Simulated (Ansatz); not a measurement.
Fluorite SrCl2, treated with rVV10 (PAW; Ansatz, a first-principles code).

Numerical settings: plane-wave cutoff 520 eV, 8×8×8 k mesh, Fermi–Dirac smearing 0.01 eV, scalar-relativistic PAW data made under PBE.

Pressure at four volumes; x = ln(V/28.380 Å³). One pressure is withheld.

```json
[
 {"V (Å³/atom)": "26.677", "x": "-0.0619", "P (GPa)": "?"},
 {"V (Å³/atom)": "27.244", "x": "-0.0409", "P (GPa)": "1.747"},
 {"V (Å³/atom)": "28.380", "x": "0.0000", "P (GPa)": "0.000"},
 {"V (Å³/atom)": "30.082", "x": "0.0582", "P (GPa)": "-1.992"}
]
```

**Question.** Pass a parabola P(x) through the three rows shown, estimate the bulk modulus and its pressure derivative near zero pressure, and predict the withheld pressure.

**Answer.** Slopes between the rows: (0.000 − (1.747))/(0.0000 − (-0.0409)) = -42.71 and (-1.992 − (0.000))/(0.0582 − (0.0000)) = -34.23 GPa. Their difference over the span 0.0991 is c = 8.48/0.0991 = 85.6 GPa, so P(x) = 1.747 + (-42.71)(x − (-0.0409)) + 85.6 (x − (-0.0409))(x − (0.0000)). At the middle row B = −dP/dx = −[-42.71 + 85.6 × 0.0409] = 39.2 GPa, and B′ = dB/dP = 2c/B = 4.4. At x = -0.0619 the parabola gives 2.755 GPa; the run gives 2.776 GPa. The Birch–Murnaghan fit to the energies at all volumes has B0 = 39.0 GPa and B′ = 4.5.

Measured, for comparison: bulk modulus 34.3 GPa (temperature not stated, not corrected to a static lattice, from elastic constants; as tabulated in Kanchana et al., Calculated structural, elastic and electronic properties of …). Computed (rounded) less measured: bulk modulus +14 % (against room or unstated temperature, where such soft solids are markedly softer).
